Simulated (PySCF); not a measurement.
# CH5NSi: NMR shifts, electronic excitations and K edges in gas and solvents

Aim: compute the NMR shifts, electronic excitations and K edges of CH5NSi (`C=N[SiH3]`), and see what a dielectric continuum does where one was used.

The runs use PySCF 2.14.0, with density-fitted response routines of our own; the level of theory stands in each step. All values are computed, except where a source is named. Atoms are numbered from 0 throughout.

**1. Starting geometry**

8 atoms, charge 0, multiplicity 1; geometry from: GFN2-xTB. The atoms were then displaced at random by about 0.01 Å, so the start is not that level's minimum.

Bonds of the start (Å): C0–N1 1.26, N1–Si2 1.74, C0–H3 1.12, C0–H4 1.06, Si2–H5 1.46, Si2–H6 1.45, Si2–H7 1.47.

**2. Geometry optimisation at PBE0-D3(BJ)/def2-SVP**

Job settings and geometry (Å):

```
{"job": {"xc": "PBE0", "basis": "def2-SVP", "d3": "d3bj", "grid": 1, "shake": 0.01, "kind": "geom"}, "charge": 0, "multiplicity": 1}
C      1.558470    -0.142590     0.020700
N      0.400460    -0.335650     0.487310
Si    -1.221390     0.069660     0.009530
H      1.772850     0.443690    -0.907290
H      2.412590    -0.508540     0.521950
H     -1.698910     0.837340     1.160310
H     -1.823230    -1.238850    -0.122820
H     -1.345710     0.855810    -1.222160
```

Command:

```bash
$ OMP_NUM_THREADS=1 python probes_run.py task.json out
```

One launch serves the whole session: the jobs run in the order shown.

What it wrote:

```text
step   0  E = -384.92684526  max force = 0.038115
step   1  E = -384.93237173  max force = 0.012065
step   2  E = -384.93242998  max force = 0.006696
step   3  E = -384.93286967  max force = 0.004344
step   4  E = -384.93292886  max force = 0.001469
step   5  E = -384.93297416  max force = 0.001462
step   6  E = -384.93298008  max force = 0.000553
step   7  E = -384.93298164  max force = 0.000052
optimisation converged
```

It took 11 s on 1 thread of Arm Neoverse V1, shared host; peak memory 0.31 GiB.

Step by step:

```csv
step,energy from step 0 (eV),largest force component (eV/Å)
0,0.0000,1.9600
1,-0.1504,0.6204
2,-0.1520,0.3443
3,-0.1639,0.2234
4,-0.1655,0.0755
5,-0.1668,0.0752
6,-0.1669,0.0284
7,-0.1670,0.0027
```

Close pairs (by a distance rule), those that changed most:

```csv
bond,before (Å),after (Å),change (Å)
C0–H4,1.056,1.107,+0.051
Si2–H6,1.446,1.491,+0.044
Si2–H7,1.466,1.503,+0.037
Si2–H5,1.463,1.491,+0.027
N1–Si2,1.739,1.756,+0.017
C0–H3,1.118,1.113,-0.006
C0–N1,1.263,1.261,-0.002
```

The next job starts from the end point, and lists it.

```csv
at the end point,value
point group (found at 0.08 Å tolerance),Cs
"rotational constants (GHz, main isotopes)","41.600, 5.755, 5.376"
dipole moment (D),1.42
```

**3. Shielding tensors: PBE0/pcSseg-1 in acetone**

Job settings and geometry (Å):

```
{"job": {"kind": "nmr", "xc": "PBE0", "basis": "pcSseg-1", "solvent": "acetone", "pop": true}, "charge": 0, "multiplicity": 1}
C      1.531166    -0.063050     0.005319
N      0.472305    -0.406723     0.598448
Si    -1.153020    -0.009318     0.065794
H      1.565626     0.533945    -0.933169
H      2.519777    -0.352662     0.409615
H     -1.813718     0.773409     1.149028
H     -1.895416    -1.285127    -0.142021
H     -1.164719     0.789399    -1.207412
```

Level: GIAO PBE0/pcSseg-1 NMR shielding, non-relativistic, IEF-PCM acetone.

What it wrote:

```text
coarse grid: 6872 points
cycle   1  E = -385.0339033316  dE =  3.954e-02  |g| = 3.341e-01  |ddm| = 2.404e+00
cycle   2  E = -384.9896226128  dE =  4.428e-02  |g| = 5.610e-01  |ddm| = 6.428e-01
cycle   3  E = -385.0586797619  dE = -6.906e-02  |g| = 4.455e-02  |ddm| = 4.077e-01
cycle   4  E = -385.0590584009  dE = -3.786e-04  |g| = 1.865e-02  |ddm| = 4.559e-02
cycle   5  E = -385.0591437285  dE = -8.533e-05  |g| = 2.719e-03  |ddm| = 1.676e-02
cycle   6  E = -385.0591454321  dE = -1.704e-06  |g| = 4.437e-04  |ddm| = 2.978e-03
final grid: 60992 points
cycle   7  E = -385.0745412198  dE = -7.721e-06  |g| = 4.425e-03  |ddm| = 1.020e-02
cycle   8  E = -385.0745388011  dE =  2.419e-06  |g| = 5.577e-03  |ddm| = 8.165e-03
cycle   9  E = -385.0745456956  dE = -6.894e-06  |g| = 1.002e-03  |ddm| = 4.541e-03
cycle  10  E = -385.0745459119  dE = -2.163e-07  |g| = 1.728e-04  |ddm| = 6.364e-04
cycle  11  E = -385.0745459182  dE = -6.342e-09  |g| = 2.494e-05  |ddm| = 1.290e-04
cycle  12  E = -385.0745459183  dE = -1.174e-10  |g| = 4.337e-06  |ddm| = 3.099e-05
converged SCF energy = -385.0745459183

GIAO shielding tensors (ppm)
atom      isotropic    diamagn.    paramagn.     s11        s22        s33       span
  0 C        0.227     252.399    -252.172    -96.643    -22.514    119.838    216.481
  1 N     -130.807     329.217    -460.024   -519.950   -168.096    295.624    815.574
  2 Si     393.505     879.724    -486.219    330.490    388.565    461.460    130.971
  3 H       22.531      29.556      -7.025     20.641     22.325     24.626      3.985
  4 H       22.591      27.582      -4.990     21.740     22.270     23.765      2.025
  5 H       26.373      28.750      -2.376     24.143     25.028     29.949      5.806
  6 H       26.367      28.743      -2.376     24.128     25.038     29.935      5.806
  7 H       26.686      29.260      -2.574     24.698     24.866     30.494      5.796
```

Wall time 4.2 s (1 thread of Arm Neoverse V1, shared host); peak memory 0.4 GiB.

Shifts follow as δ = σ(reference) − σ, with reference shieldings (ppm) from runs at the same level and on the same kind of geometry: 1H TMS 31.24, 13C TMS 185.4, 29Si TMS 351.8, 15N NH3 268.4. The references are single molecules in the same continuum, so shifts against H2O, NH3, PH3, H3PO4 or CFCl3 are not on the usual liquid scales and can be off by tens of ppm. Atoms listed in one row are averaged.

```csv
atoms,environment,σ (ppm),δ (ppm)
C0,C=N carbon,0.2,185.2
H3,hydrogen on a C=N carbon,22.53,8.71
H4,hydrogen on a C=N carbon,22.59,8.65
"H5, H6, H7",hydrogen on a silicon bonded to N,26.48,4.77
N1,imine nitrogen,-130.8,399.2
Si2,"silicon bonded to N, 3 H",393.5,-41.7
```

Charges from the same density, by scheme (e):

```csv
atoms,Mulliken,IAO,Hirshfeld,ESP fit
C0,0.04,-0.06,0.04,0.37
N1,-0.60,-0.55,-0.27,-0.68
Si2,0.61,0.73,0.34,0.62
```

Mayer bond orders: C0–N1 1.93, N1–Si2 0.95.

**4. Shielding tensors: PBE0/pcSseg-1 in tetrahydrofuran**

Settings changed since step 3:

```diff
@@ -1,2 +1,2 @@
-{"job": {"kind": "nmr", "xc": "PBE0", "basis": "pcSseg-1", "solvent": "acetone", "pop": true}, "charge": 0, "multiplicity": 1}
+{"job": {"kind": "nmr", "xc": "PBE0", "basis": "pcSseg-1", "solvent": "tetrahydrofuran", "pop": false}, "charge": 0, "multiplicity": 1}
 C      1.531166    -0.063050     0.005319
```

Method: GIAO PBE0/pcSseg-1 NMR shielding, non-relativistic, IEF-PCM tetrahydrofuran.

What it wrote:

```text
coarse grid: 6872 points
cycle   1  E = -385.0327428686  dE =  4.067e-02  |g| = 3.364e-01  |ddm| = 2.404e+00
cycle   2  E = -384.9860754067  dE =  4.667e-02  |g| = 5.714e-01  |ddm| = 6.597e-01
cycle   3  E = -385.0580029295  dE = -7.193e-02  |g| = 4.502e-02  |ddm| = 4.201e-01
cycle   4  E = -385.0583884258  dE = -3.855e-04  |g| = 1.905e-02  |ddm| = 4.647e-02
cycle   5  E = -385.0584775735  dE = -8.915e-05  |g| = 2.788e-03  |ddm| = 1.709e-02
cycle   6  E = -385.0584793607  dE = -1.787e-06  |g| = 4.580e-04  |ddm| = 2.995e-03
final grid: 60992 points
cycle   7  E = -385.0738781485  dE = -7.711e-06  |g| = 4.426e-03  |ddm| = 1.021e-02
cycle   8  E = -385.0738756729  dE =  2.476e-06  |g| = 5.595e-03  |ddm| = 8.266e-03
cycle   9  E = -385.0738826320  dE = -6.959e-06  |g| = 1.016e-03  |ddm| = 4.616e-03
cycle  10  E = -385.0738828548  dE = -2.228e-07  |g| = 1.761e-04  |ddm| = 6.484e-04
cycle  11  E = -385.0738828614  dE = -6.606e-09  |g| = 2.531e-05  |ddm| = 1.316e-04
cycle  12  E = -385.0738828616  dE = -1.156e-10  |g| = 4.498e-06  |ddm| = 3.101e-05
converged SCF energy = -385.0738828616

GIAO shielding tensors (ppm)
atom      isotropic    diamagn.    paramagn.     s11        s22        s33       span
  0 C        1.270     252.446    -251.176    -96.045    -19.719    119.573    215.618
  1 N     -134.277     329.016    -463.293   -528.473   -169.933    295.574    824.047
  2 Si     393.536     879.717    -486.181    330.442    388.611    461.554    131.112
  3 H       22.555      29.628      -7.073     20.663     22.362     24.640      3.977
  4 H       22.611      27.615      -5.004     21.753     22.329     23.749      1.996
  5 H       26.362      28.737      -2.375     24.136     25.016     29.933      5.797
  6 H       26.355      28.730      -2.375     24.121     25.026     29.919      5.798
  7 H       26.698      29.275      -2.577     24.725     24.873     30.495      5.770
```

It took 2.7 s on 1 thread of Arm Neoverse V1, shared host; peak memory 0.4 GiB.

In short: δ C0 184.0, N1 402.4, Si2 -41.7, H3 8.69, H4 8.63 ppm.

**5. Ultraviolet spectrum: PBE0/def2-SVPD**

Settings changed since step 4:

```diff
@@ -1,2 +1,2 @@
-{"job": {"kind": "nmr", "xc": "PBE0", "basis": "pcSseg-1", "solvent": "tetrahydrofuran", "pop": false}, "charge": 0, "multiplicity": 1}
+{"job": {"kind": "uv", "xc": "PBE0", "basis": "def2-SVPD", "dynamic": true, "nstates": 6, "ntriplets": 0}, "charge": 0, "multiplicity": 1}
 C      1.531166    -0.063050     0.005319
```

With the program's defaults for keys left out, this is: TDDFT PBE0/def2-SVPD, vertical, gas phase, core orbitals frozen in the response.

What it wrote:

```text
coarse grid: 6872 points
cycle   1  E = -384.8640316663  dE =  2.859e-02  |g| = 3.388e-01  |ddm| = 3.540e+00
cycle   2  E = -384.7960370043  dE =  6.799e-02  |g| = 6.397e-01  |ddm| = 1.795e+00
cycle   3  E = -384.8916917812  dE = -9.565e-02  |g| = 4.196e-02  |ddm| = 1.186e+00
cycle   4  E = -384.8920418118  dE = -3.500e-04  |g| = 2.146e-02  |ddm| = 7.781e-02
cycle   5  E = -384.8921645014  dE = -1.227e-04  |g| = 2.898e-03  |ddm| = 3.111e-02
cycle   6  E = -384.8921668791  dE = -2.378e-06  |g| = 6.024e-04  |ddm| = 5.201e-03
final grid: 60992 points
cycle   7  E = -384.9377602892  dE = -6.227e-06  |g| = 4.277e-03  |ddm| = 2.834e-02
cycle   8  E = -384.9377566431  dE =  3.646e-06  |g| = 5.845e-03  |ddm| = 2.104e-02
cycle   9  E = -384.9377647964  dE = -8.153e-06  |g| = 1.142e-03  |ddm| = 1.230e-02
cycle  10  E = -384.9377651002  dE = -3.038e-07  |g| = 1.225e-04  |ddm| = 1.335e-03
cycle  11  E = -384.9377651039  dE = -3.705e-09  |g| = 2.341e-05  |ddm| = 1.685e-04
cycle  12  E = -384.9377651040  dE = -1.472e-10  |g| = 5.060e-06  |ddm| = 4.970e-05
converged SCF energy = -384.9377651040

Static polarisability (au): isotropic 49.437, principal 39.498 45.688 63.125

Singlet excitations
state   eV       nm        f      main configurations
  1   4.1078    301.8   0.00033   H->L 0.99
  2   6.3657    194.8   0.01404   H->L+1 0.98
  3   7.0935    174.8   0.04143   H->L+2 0.86, H->L+3 0.10
  4   7.3235    169.3   0.00375   H-2->L 0.59, H->L+4 0.39
  5   7.3485    168.7   0.00013   H->L+4 0.59, H-2->L 0.39
  6   7.3670    168.3   0.22596   H-1->L 0.87
```

It took 4.2 s on 1 thread of Arm Neoverse V1, shared host; peak memory 0.45 GiB.

Frontier orbitals and where they lie:

```csv
orbital,eV,atoms
HOMO−3,-10.68,"N1 32 %, Si2 23 %, C0 19 %"
HOMO−2,-9.70,"Si2 39 %, H7 26 %, H6 12 %"
HOMO−1,-9.14,"Si2 25 %, N1 23 %, C0 18 %"
HOMO,-7.24,"N1 58 %, C0 16 %, Si2 9 %"
LUMO,-1.04,"C0 43 %, N1 34 %, H4 7 %"
LUMO+1,0.45,"Si2 41 %, C0 16 %, H7 11 %"
LUMO+2,0.94,"Si2 50 %, H7 12 %, H6 12 %"
```

With each of the 6 states as a Gaussian band of 0.4 eV half-width at 1/e, the curve within the window shown has maxima at 169 nm (ε 10,000) L/(mol cm). Beyond the last state computed it falls off for lack of states. The curve at chosen wavelengths:

(nm, ε (L/mol/cm)): (162, 5503), (170, 10361), (177, 5983), (185, 1588), (193, 703), (200, 501), (208, 213), (215, 64), (223, 11), (231, 1), (238, 0), (246, 0), (254, 0), (261, 1), (269, 3), (277, 6), (284, 9), (292, 12), (300, 13), (307, 13), (315, 11), (322, 9), (330, 6), (338, 4), (345, 3), (353, 1)

Ground-state properties from the same run:

```csv
property,computed
dipole moment (D),1.46
polarisability (Å³),7.33
HOMO–LUMO gap (eV),6.20
−ε(HOMO) (eV),7.24
C6 with itself (au),875
```

**6. Ultraviolet spectrum: PBE0/def2-SVPD in acetone**

Settings changed since step 5:

```diff
@@ -1,2 +1,2 @@
-{"job": {"kind": "uv", "xc": "PBE0", "basis": "def2-SVPD", "dynamic": true, "nstates": 6, "ntriplets": 0}, "charge": 0, "multiplicity": 1}
+{"job": {"kind": "uv", "xc": "PBE0", "basis": "def2-SVPD", "solvent": "acetone", "nstates": 6, "ntriplets": 0}, "charge": 0, "multiplicity": 1}
 C      1.531166    -0.063050     0.005319
```

Level: TDDFT PBE0/def2-SVPD, vertical, IEF-PCM acetone (non-equilibrium linear response), core orbitals frozen in the response.

What it wrote:

```text
coarse grid: 6872 points
cycle   1  E = -384.8721013053  dE =  2.080e-02  |g| = 3.182e-01  |ddm| = 3.544e+00
cycle   2  E = -384.8264472583  dE =  4.565e-02  |g| = 5.506e-01  |ddm| = 2.118e+00
cycle   3  E = -384.8957443083  dE = -6.930e-02  |g| = 3.754e-02  |ddm| = 1.346e+00
cycle   4  E = -384.8960354968  dE = -2.912e-04  |g| = 1.803e-02  |ddm| = 6.761e-02
cycle   5  E = -384.8961213723  dE = -8.588e-05  |g| = 2.331e-03  |ddm| = 3.115e-02
cycle   6  E = -384.8961228617  dE = -1.489e-06  |g| = 4.624e-04  |ddm| = 4.601e-03
final grid: 60992 points
cycle   7  E = -384.9416883043  dE = -6.420e-06  |g| = 4.139e-03  |ddm| = 2.942e-02
cycle   8  E = -384.9416854904  dE =  2.814e-06  |g| = 5.472e-03  |ddm| = 2.404e-02
cycle   9  E = -384.9416925403  dE = -7.050e-06  |g| = 9.809e-04  |ddm| = 1.362e-02
cycle  10  E = -384.9416927637  dE = -2.235e-07  |g| = 9.423e-05  |ddm| = 1.341e-03
cycle  11  E = -384.9416927659  dE = -2.150e-09  |g| = 1.919e-05  |ddm| = 1.486e-04
cycle  12  E = -384.9416927660  dE = -1.079e-10  |g| = 3.517e-06  |ddm| = 5.980e-05
converged SCF energy = -384.9416927660

Static polarisability (au): isotropic 64.445, principal 51.656 61.163 80.517

Singlet excitations
state   eV       nm        f      main configurations
  1   4.2190    293.9   0.00041   H->L 0.99
  2   6.4294    192.8   0.01915   H->L+1 0.98
  3   7.1920    172.4   0.05139   H->L+2 0.85, H->L+3 0.12
  4   7.3634    168.4   0.01901   H-2->L 0.90
  5   7.3661    168.3   0.31776   H-1->L 0.89
  6   7.4329    166.8   0.00132   H->L+4 0.95
```

It took 3.7 s on 1 thread of Arm Neoverse V1, shared host; peak memory 0.46 GiB.

This run: HOMO -7.25 eV, LUMO -0.93 eV; lowest singlet 4.22 eV.

**7. TDDFT and polarisability: PBE0/def2-SVPD in tetrahydrofuran**

Settings changed since step 6:

```diff
@@ -1,2 +1,2 @@
-{"job": {"kind": "uv", "xc": "PBE0", "basis": "def2-SVPD", "solvent": "acetone", "nstates": 6, "ntriplets": 0}, "charge": 0, "multiplicity": 1}
+{"job": {"kind": "uv", "xc": "PBE0", "basis": "def2-SVPD", "solvent": "tetrahydrofuran", "nstates": 6, "ntriplets": 0}, "charge": 0, "multiplicity": 1}
 C      1.531166    -0.063050     0.005319
```

With the program's defaults for keys left out, this is: TDDFT PBE0/def2-SVPD, vertical, IEF-PCM tetrahydrofuran (non-equilibrium linear response), core orbitals frozen in the response.

What it wrote:

```text
coarse grid: 6872 points
cycle   1  E = -384.8710478915  dE =  2.183e-02  |g| = 3.205e-01  |ddm| = 3.544e+00
cycle   2  E = -384.8231434851  dE =  4.790e-02  |g| = 5.604e-01  |ddm| = 2.070e+00
cycle   3  E = -384.8951262025  dE = -7.198e-02  |g| = 3.790e-02  |ddm| = 1.325e+00
cycle   4  E = -384.8954215897  dE = -2.954e-04  |g| = 1.841e-02  |ddm| = 6.811e-02
cycle   5  E = -384.8955111150  dE = -8.953e-05  |g| = 2.396e-03  |ddm| = 3.015e-02
cycle   6  E = -384.8955126773  dE = -1.562e-06  |g| = 4.767e-04  |ddm| = 4.496e-03
final grid: 60992 points
cycle   7  E = -384.9410823598  dE = -6.412e-06  |g| = 4.145e-03  |ddm| = 2.917e-02
cycle   8  E = -384.9410794918  dE =  2.868e-06  |g| = 5.492e-03  |ddm| = 2.348e-02
cycle   9  E = -384.9410866107  dE = -7.119e-06  |g| = 9.948e-04  |ddm| = 1.334e-02
cycle  10  E = -384.9410868406  dE = -2.299e-07  |g| = 9.705e-05  |ddm| = 1.331e-03
cycle  11  E = -384.9410868429  dE = -2.266e-09  |g| = 1.955e-05  |ddm| = 1.482e-04
cycle  12  E = -384.9410868430  dE = -1.119e-10  |g| = 3.695e-06  |ddm| = 5.643e-05
converged SCF energy = -384.9410868430

Static polarisability (au): isotropic 62.079, principal 49.586 58.562 78.089

Singlet excitations
state   eV       nm        f      main configurations
  1   4.1995    295.2   0.00042   H->L 0.99
  2   6.4141    193.3   0.02001   H->L+1 0.98
  3   7.1724    172.9   0.05805   H->L+2 0.86, H->L+3 0.12
  4   7.3475    168.7   0.34107   H-1->L 0.94
  5   7.3595    168.5   0.00439   H-2->L 0.92
  6   7.4133    167.2   0.00112   H->L+4 0.93
```

Wall time 3.7 s (1 thread of Arm Neoverse V1, shared host); peak memory 0.46 GiB.

In short: HOMO -7.24 eV, LUMO -0.94 eV; lowest singlet 4.20 eV.

**8. K-edge absorption: BHandHLYP/def2-SVPD+aug-pcX-1+pcseg-1**

Settings changed since step 7:

```diff
@@ -1,2 +1,2 @@
-{"job": {"kind": "uv", "xc": "PBE0", "basis": "def2-SVPD", "solvent": "tetrahydrofuran", "nstates": 6, "ntriplets": 0}, "charge": 0, "multiplicity": 1}
+{"job": {"kind": "xas", "xc": "BHandHLYP", "basis": {"default": "aug-pcX-1", "H": "pcseg-1", "Si": "def2-SVPD"}}, "charge": 0, "multiplicity": 1}
 C      1.531166    -0.063050     0.005319
```

With the program's defaults for keys left out, this is: core-valence-separated TDA BHandHLYP/aug-pcX-1 H:pcseg-1 Si:def2-SVPD, K edges, non-relativistic, gas phase.

What it wrote:

```text
coarse grid: 6872 points
cycle   1  E = -385.1025659499  dE =  2.792e-02  |g| = 3.527e-01  |ddm| = 2.620e+00
cycle   2  E = -385.0875815184  dE =  1.498e-02  |g| = 4.716e-01  |ddm| = 5.869e-01
cycle   3  E = -385.1345366386  dE = -4.696e-02  |g| = 3.274e-02  |ddm| = 3.189e-01
cycle   4  E = -385.1348652168  dE = -3.286e-04  |g| = 1.092e-02  |ddm| = 5.154e-02
cycle   5  E = -385.1349002410  dE = -3.502e-05  |g| = 2.179e-03  |ddm| = 1.724e-02
cycle   6  E = -385.1349021126  dE = -1.872e-06  |g| = 1.173e-03  |ddm| = 3.624e-03
final grid: 60992 points
cycle   7  E = -385.1728986616  dE = -1.908e-05  |g| = 1.836e-03  |ddm| = 1.218e-02
cycle   8  E = -385.1728989220  dE = -2.604e-07  |g| = 1.420e-03  |ddm| = 2.761e-03
cycle   9  E = -385.1728994081  dE = -4.861e-07  |g| = 1.118e-04  |ddm| = 1.138e-03
cycle  10  E = -385.1728994110  dE = -2.898e-09  |g| = 5.914e-05  |ddm| = 1.861e-04
cycle  11  E = -385.1728994117  dE = -7.047e-10  |g| = 2.226e-05  |ddm| = 4.696e-05
converged SCF energy = -385.1728994117

C K edge
   eV          f      from atoms
  282.629   0.07024   C0
  287.241   0.01211   C0
  287.869   0.03422   C0
  288.451   0.00180   C0
  288.684   0.00928   C0
  289.336   0.00160   C0
  289.668   0.00406   C0
  289.843   0.00157   C0

N K edge
   eV          f      from atoms
  395.518   0.05598   N1
  400.019   0.01475   N1
  400.992   0.00642   N1
  401.412   0.00515   N1
  401.448   0.00343   N1
  401.653   0.00393   N1
  401.779   0.00118   N1
  402.417   0.00002   N1
```

Run time: 2.4 s. Hardware: 1 thread of Arm Neoverse V1, shared host; peak memory 0.46 GiB.

**9. Run by run: NMR shifts**

Shifts (ppm), means over like atoms, with basis size and wall time:

```csv
run,C0,H3,H4,H5,N1,Si2,functions,time
PBE0/pcSseg-1 in acetone,185.2,8.71,8.65,4.77,399.2,-41.7,83,4.2 s
PBE0/pcSseg-1 in tetrahydrofuran,184.0,8.69,8.63,4.77,402.4,-41.7,83,2.7 s
```

The continuum's effect on the ground state:

```csv
solvent,ε,polarisation energy (Eh),μ (D)
tetrahydrofuran,7.43,-0.0044,2.00
acetone,20.49,-0.0053,2.09
```

**10. Run by run: electronic excitations**

Excitations and ground-state properties, with basis size and wall time:

```csv
run,lowest singlet (eV),brightest (eV),f,gap (eV),α (Å³),μ (D),functions,time
PBE0/def2-SVPD,4.11,7.37,0.226,6.20,7.33,1.46,104,4.2 s
PBE0/def2-SVPD in acetone,4.22,7.37,0.318,6.32,9.55,2.05,104,3.7 s
PBE0/def2-SVPD in tetrahydrofuran,4.20,7.35,0.341,6.30,9.20,1.95,104,3.7 s
```

The continuum's effect on the ground state:

```csv
solvent,ε,polarisation energy (Eh),μ (D)
tetrahydrofuran,7.43,-0.0040,1.95
acetone,20.49,-0.0049,2.05
```

**11. Summary of results**

| quantity | value |
| --- | --- |
| point group | Cs |
| rotational constants (main isotopes) | 41.60, 5.75, 5.38 GHz |
| 13C shifts against TMS (PBE0/pcSseg-1, acetone) | 185.2 ppm |
| 1H shifts against TMS (PBE0/pcSseg-1, acetone, means over atoms taken as alike) | 8.71, 8.65, 4.77 ppm |
| 15N shifts against NH3 (PBE0/pcSseg-1, acetone) | 399.2 ppm |
| 29Si shifts against TMS (PBE0/pcSseg-1, acetone) | -41.7 ppm |
| lowest singlet (PBE0/def2-SVPD) | 4.11 eV (302 nm), f = 0.000 |
| brightest single state of those computed | state 6, 7.37 eV, f = 0.226 |
| C K edge | first line 282.63 eV, strongest 282.63 eV (f = 0.070) |
| N K edge | first line 395.52 eV, strongest 395.52 eV (f = 0.056) |
| range of the shift of N1 | 399.2 to 402.4 ppm |
| range of the lowest singlet | 4.11 to 4.22 eV |

Relaxing lowered the energy by 0.167 eV in 7 steps; the close pair that moved most is C0–H4, from 1.056 to 1.107 Å. At PBE0/pcSseg-1: Shielding is most anisotropic at N1 (span 816 ppm, paramagnetic term -460 ppm). The lowest singlet, at 4.11 eV, is HOMO→LUMO 0.99 and is dark; of the 6 states computed, the strongest absorption comes from state 6 at 7.37 eV (the last computed, so partners may be missing). States above −ε(HOMO) lie where TDDFT describes them poorly and they hang on the basis; the brightest is among them. At the C edge the strongest single line lifts a 1s electron of C0 into LUMO (weight 0.82), and it is the first line. At the N edge the strongest single line lifts a 1s electron of N1 into LUMO (weight 0.86), and it is the first line. Absolute edge energies from this method are off by several eV; spacings are better. The continuum holds electrostatics alone: no hydrogen bonds to the solvent, and the gas-phase geometry is kept. The lowest singlet runs from 4.11 eV (PBE0/def2-SVPD) to 4.22 eV (PBE0/def2-SVPD in acetone), while the orbital gap spans 6.20 to 6.32 eV. The lowest state need not be the same one in every run.
